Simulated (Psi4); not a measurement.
# SiO2 (silicon dioxide molecule), step by step, part 2 of 2

Psi4 1.11. The steps go on from the part before.

**3. The harmonic vibrations at MP2/def2-SVP (density fitting, density fitting for correlation) (run 2)**

Contents of input.dat:

```
memory 1600 mb

molecule {
  O      0.000000     0.000000    -1.532256
  Si     0.000000     0.000000     0.000000
  O      0.000000     0.000000     1.532256
  symmetry c1
}

set {
  basis                      def2-SVP
  reference                  rhf
  t                          400.0
  num_frozen_docc            7
  rotational_symmetry_number 2
}

result, w = frequency("mp2", return_wfn=True)
print_variables()
```

Started as:

```
$ psi4 input.dat output.dat -n 1
```

output.dat, cut to the lines that bear on the results:

```text
[...]
  Running in c1 symmetry.
[...]
  Nuclear repulsion =   88.411705310026548
[...]
  Multiplicity = 1
[...]
  Nalpha       = 15
  Nbeta        = 15
[...]
    Number of basis functions: 46
[...]
   @DF-RHF iter   1:  -438.17684808209901   -9.51789e-01   1.58795e-02 DIIS/ADIIS
[...]
   @DF-RHF iter  14:  -438.41078638077198    1.70530e-13   6.40525e-11 DIIS
[...]
  @DF-RHF Final Energy:  -438.41078638077198
   => Energetics <=
    Nuclear Repulsion Energy =             88.4269429153715549
    One-Electron Energy =                -783.4383044174077213
    Two-Electron Energy =                 256.6005751212641712
    Total Energy =                       -438.4107863807719809
[...]
 Multipole Moments:
 ------------------------------------------------------------------------------------
     Multipole            Electronic (a.u.)      Nuclear  (a.u.)        Total (a.u.)
 ------------------------------------------------------------------------------------
 L = 1.  Multiply by 2.5417464519 to convert [e a0] to [Debye]
 Dipole X            :         -0.0000000            0.0000000           -0.0000000
 Dipole Y            :          0.0000000            0.0000000            0.0000000
 Dipole Z            :          0.0015873            0.0000040            0.0015914
 Magnitude           :                                                    0.0015914
[...]
  -Total Gradient:
     Atom            X                  Y                   Z
    ------   -----------------  -----------------  -----------------
       1       -0.000000000000     0.000000000000    -0.000245513838
       2       -0.000000000000    -0.000000000000     0.001269926935
       3        0.000000000000     0.000000000000    -0.001024413097
[...]
  ==> Harmonic Vibrational Analysis <==
[...]
  Freq [cm^-1]                 297.3028            297.3028            978.2380
[...]
  IR activ [km/mol]            141.7576            141.7576             0.0000
[...]
  Freq [cm^-1]                1449.5030
[...]
  IR activ [km/mol]            144.6750
[...]
  Total E_0, Enthalpy at 0 [K]                                                         -438.87753543 [Eh]
[...]
  Total H, Enthalpy at  400.00 [K]                                                     -438.87151383 [Eh]
[...]
  Total G, Gibbs energy at  400.00 [K]                                                 -438.90889883 [Eh]
[...]
```

Standard output:

```text
Warning: used thermodynamics relations inappropriate for low-frequency modes: ['297.3028' '297.3028']
```

Run time: 11 s. Hardware: 1 thread of INTEL XEON PLATINUM 8581C at 2.10GHz (Emerald Rapids), shared host; peak memory 0.22 GiB.

**4. A single-point energy at FNO-CCSD(T)/cc-pVTZ (run 3)**

Contents of o2si.inp:

```
memory 1600 mb

molecule mol {
  0 1
  O     -0.501826    -0.311789     1.413780
  Si    -0.000249     0.000085    -0.000068
  O      0.501704     0.311960    -1.413781
  symmetry c1
}

set globals {
  basis       cc-pVTZ
  scf_type    pk
  freeze_core true
}

energy_value, wavefunction = energy("fno-ccsd(t)", return_wfn=True)
print_variables()
```

Started as:

```
$ psi4 -n 1 o2si.inp o2si.out
```

o2si.out, cut to the lines that bear on the results:

```text
[...]
  Running in c1 symmetry.
[...]
  Nuclear repulsion =   88.411692007059713
[...]
  Multiplicity = 1
[...]
  Nalpha       = 15
  Nbeta        = 15
[...]
    Number of basis functions: 94
[...]
   @RHF iter   1:  -438.47963861817288   -1.01081e+00   8.11573e-03 DIIS/ADIIS
[...]
   @RHF iter  11:  -438.71431826785084   -6.82121e-13   5.16627e-09 DIIS
[...]
    Orbital Energies [Eh]
    ---------------------
    Doubly Occupied:
       1A    -68.887221     2A    -20.583283     3A    -20.583266
       4A     -6.233540     5A     -4.340645     6A     -4.340645
       7A     -4.336580     8A     -1.316254     9A     -1.291468
      10A     -0.649177    11A     -0.562648    12A     -0.545387
      13A     -0.545387    14A     -0.503804    15A     -0.503804
[...]
  @RHF Final Energy:  -438.71431826785084
   => Energetics <=
    Nuclear Repulsion Energy =             88.4116920070597132
    One-Electron Energy =                -783.8058037057398906
    Two-Electron Energy =                 256.6797934308293065
    Total Energy =                       -438.7143182678508424
[...]
 Multipole Moments:
 ------------------------------------------------------------------------------------
     Multipole            Electronic (a.u.)      Nuclear  (a.u.)        Total (a.u.)
 ------------------------------------------------------------------------------------
 L = 1.  Multiply by 2.5417464519 to convert [e a0] to [Debye]
 Dipole X            :         -0.0004637           -0.0000012           -0.0004650
 Dipole Y            :          0.0002641            0.0000007            0.0002648
 Dipole Z            :         -0.0000018           -0.0000000           -0.0000018
 Magnitude           :                                                    0.0005351
[...]
      * MP2 total energy:                   -439.307387907212
[...]
      * MP2 total energy:                   -439.307387907212
[...]
      * MP3 total energy:                   -439.278855320058
[...]
      * CCSD total energy:                  -439.293107417934
[...]
      * CCSD(T) total energy                -439.323295878708
[...]
```

Wall time 22 s (1 thread of INTEL XEON PLATINUM 8581C at 2.10GHz (Emerald Rapids), shared host); peak memory 0.74 GiB.

**5. Outcome**

What follows sums up all 2 parts.

| quantity | value |
| --- | --- |
| run 1, MP2/def2-SVP: total energy at the end | -438.88442 Eh |
| run 1, MP2/def2-SVP: correlation energy (7 core orbitals frozen) | -473.7 mEh |
| run 2, MP2/def2-SVP: lowest harmonic wavenumber | 297 cm⁻¹ |
| run 2, MP2/def2-SVP: highest harmonic wavenumber | 1450 cm⁻¹ |
| run 2, MP2/def2-SVP: zero-point energy | 18.1 kJ/mol |
| run 2, MP2/def2-SVP: ideal-gas entropy at 400 K (symmetry number 2 as used) | 58.6 cal/(mol K) |
| run 3, FNO-CCSD(T)/cc-pVTZ: total energy | -439.32330 Eh |
| run 3, FNO-CCSD(T)/cc-pVTZ: HOMO energy (Hartree–Fock orbitals) | -13.71 eV |
| run 3, FNO-CCSD(T)/cc-pVTZ: LUMO energy (Hartree–Fock orbitals) | 0.09 eV |
| run 3, FNO-CCSD(T)/cc-pVTZ: HOMO–LUMO gap (Hartree–Fock orbitals) | 13.80 eV |
| run 3, FNO-CCSD(T)/cc-pVTZ: correlation energy (7 core orbitals frozen) | -609.0 mEh |
| run 3, FNO-CCSD(T)/cc-pVTZ: (T) correction | -30.19 mEh |
| run 3, FNO-CCSD(T)/cc-pVTZ: T1 diagnostic | 0.025 |

**Reading.** The optimisation (run 1, MP2/def2-SVP) took 4 steps and changed the energy by -0.103 eV. All 4 modes (run 2, MP2/def2-SVP) are real, so the shape is a minimum at this level. The T1 diagnostic (run 3, FNO-CCSD(T)/cc-pVTZ) of 0.025 is above the customary mark for such species, so a single reference may not serve. The triples (run 3, FNO-CCSD(T)/cc-pVTZ) make up 5.0 % of the correlation energy.
